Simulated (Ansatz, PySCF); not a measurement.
**Smallest direct gap on the k points sampled of rock-salt MgO at several levels of theory**

No measured value is used here.

| level (code) | value (eV) | cell (Å³/atom) |
|---|---|---|
| LDA (Ansatz) | 4.69 | 9.31 |
| BLYP (Ansatz) | 5.06 | 9.31 |
| PBE (Ansatz) | 4.78 | 9.31 |
| revPBE (Ansatz) | 4.32 | 9.86 |
| PBE-D3(BJ) (Ansatz) | 4.77 | 9.31 |
| PBEsol-D3(BJ) (Ansatz) | 4.89 | 9.10 |
| r²SCAN+rVV10 (Ansatz) | 5.71 | 9.23 |
| LC-ωPBE (Ansatz) | 12.23 | 9.28 |
| r²SCANh (Ansatz) | 6.64 | 9.21 |
| Hartree–Fock (Ansatz) | 15.67 | 9.31 |
| G0W0@PBEsol (Ansatz) | 7.52 | 9.35 |
| QSGW@PBE (PySCF) | 9.05 ± 0.2 | 9.31 |

Computed values are for a static lattice.  A ± on a computed value is a rough bar: the spread of its extrapolation, a floor set from checks against published values, or a statistical error. Values are at the measured cell; revPBE at the level's own relaxed cell; PBE-D3(BJ) at the level's own relaxed cell; PBEsol-D3(BJ) at the level's own relaxed cell; r²SCAN+rVV10 at the level's own equilibrium cell; LC-ωPBE at the level's own relaxed cell; r²SCANh at the level's own relaxed cell. Cutoffs and k meshes differ between the levels. Ansatz's density-functional and Hartree–Fock values are scalar-relativistic unless marked +SOC, with PAW data made under PBE.

Ansatz is a program for electronic structure.
